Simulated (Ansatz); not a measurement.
`[SiH3]C=S`. Charge 0, multiplicity 1. The structure was optimised at the PBE0-D4/def2-TZVP level.

```xyz
7

Si   -0.378   -0.476    0.521
C     0.426    0.648   -0.754
S     1.965    1.119   -0.692
H     0.614   -0.843    1.556
H    -0.895   -1.688   -0.172
H    -1.535    0.239    1.124
H    -0.196    1.000   -1.584
```

(1) What is the dipole moment at B3LYP/def2-TZVPP? (An estimate is asked.)

(2) And with PBE, r2SCAN, ωB97M-V? (Estimate.)

(3) Give the Mulliken charges with B3LYP, ωB97M-V, r2SCAN in def2-TZVPP. (Best estimate.)

Results:

(1) Ansatz gave: 1.50 D, with components (-1.44, -0.44, -0.06) D in this frame, pointing from negative to positive charge.

(2) Ansatz gave: PBE 1.45 D, r2SCAN 1.58 D, ωB97M-V 1.46 D.

(3) Computed: 
```
atom  B3LYP  ωB97M-V  r2SCAN
 Si1   0.31     0.20    0.33
  C2  -0.12    -0.18   -0.10
  S3  -0.14    -0.11   -0.14
  H4  -0.05    -0.01   -0.05
  H5  -0.06    -0.02   -0.06
  H6  -0.06    -0.02   -0.06
  H7   0.12     0.13    0.09
```

B3LYP here is the variant with VWN-RPA as its local correlation; programs differ in this.
